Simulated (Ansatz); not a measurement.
One stationary structure of Rh. Space group Fm-3m (No. 225), fcc (Cu type). Computed with r2SCAN (plane waves to 500 eV, PAW, scalar-relativistic; Ansatz, an electronic-structure program).

```cif
data_Rh4
_chemical_formula_sum 'Rh4'
_space_group_name_H-M_alt 'Fm-3m'
_space_group_IT_number 225
_space_group_name_Hall '-F 4 2 3'
_cell_length_a 3.80012
_cell_length_b 3.80012
_cell_length_c 3.80012
_cell_angle_alpha 90.000
_cell_angle_beta 90.000
_cell_angle_gamma 90.000
loop_
_atom_site_label
_atom_site_type_symbol
_atom_site_symmetry_multiplicity
_atom_site_Wyckoff_symbol
_atom_site_fract_x
_atom_site_fract_y
_atom_site_fract_z
_atom_site_occupancy
Rh1 Rh 4 a 0.00000 0.00000 0.00000 1
```
(The calculation used a cell of 1 atom; values per cell refer to that cell.)

```json
{
 "volume_per_atom": "13.72 Å³",
 "density": "12.46 g/cm³",
 "band_gap": "zero (metallic)",
 "shortest_distances": "Rh–Rh 2.69 Å",
 "k-mesh": "21×21×21"
}
```

No spin polarisation in the result.

Measured for Rh: a 3.794 Å (static lattice; corrected from measurement; as listed in Daniel Mejia-Rodriguez, S. B. Trickey, Phys. Rev. B (2018)). Computed minus measured — a: r2SCAN +0.2 %. The computed values are for a static lattice.

The run could not lose the symmetry of its start.
